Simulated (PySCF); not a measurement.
A spin–spin coupling run with PySCF 2.14 (density fitting, non-relativistic, gas phase) on SMILES [NH4+], [H₄N]+:

```
{"job": {"kind": "j", "xc": "PBE0", "basis": "pcJ-1"}, "charge": 1, "multiplicity": 1}
N      0.003417     0.001136    -0.006899
H     -0.668866    -0.262147    -0.740982
H      0.122037     1.023919    -0.000888
H     -0.349848    -0.308825     0.909248
H      0.910511    -0.448373    -0.194859
```

Hardware: 1 thread of an x86-64 server CPU, shared host. The job also computes field gradients.

(1) How large is the calculation?

(2) How long does it take?

(3) And these other runs on the same molecule and hardware: spin–spin coupling at B3LYP/aug-cc-pVTZ-J; spin–spin coupling at B3LYP/pcJ-2; spin–spin coupling at B97-2/pcJ-1; spin–spin coupling at BHandHLYP/pcJ-1; spin–spin coupling at CAM-B3LYP/pcJ-1; spin–spin coupling at KT2/pcJ-1?

## Answers

(1) 10 electrons, 67 basis functions and 247 auxiliary functions.

(2) 0.8 s of wall time, with 10 SCF cycles. Times on a shared host scatter by some tens of per cent.

(3) B3LYP/aug-cc-pVTZ-J: 126 functions, 1.5 s; B3LYP/pcJ-2: 147 functions, 1.9 s; B97-2/pcJ-1: 67 functions, 0.8 s; BHandHLYP/pcJ-1: 67 functions, 0.8 s; CAM-B3LYP/pcJ-1: 67 functions, 1 s; KT2/pcJ-1: 67 functions, 1 s.
